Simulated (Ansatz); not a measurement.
`CC[O-]` at its PBE0-D4/def2-TZVPD geometry, where that method's forces vanish. The species carries charge -1 and has multiplicity 1.

```xyz
8

C     0.4392   -0.0716   -0.6284
C    -0.4464    0.0851    0.6313
O    -1.0042    1.2800    0.7628
H     0.8840   -1.0784   -0.7008
H     1.2447    0.6726   -0.6054
H    -0.1624    0.1173   -1.5259
H     0.2275   -0.2242    1.4943
H    -1.1823   -0.7808    0.5721
```

What forces (eV/Å) does r2SCAN-D4/def2-TZVPPD give on these atoms in the Gaussian-basis code of Ansatz? (Best estimate.)

Ansatz gave: 
```
C1   0.074 -0.002 -0.111
C2  -0.033 -0.013  0.055
O3  -0.060  0.150  0.002
H4   0.013 -0.019 -0.009
H5  -0.005  0.001 -0.005
H6   0.006  0.004  0.004
H7   0.067 -0.035  0.073
H8  -0.061 -0.085 -0.009
```
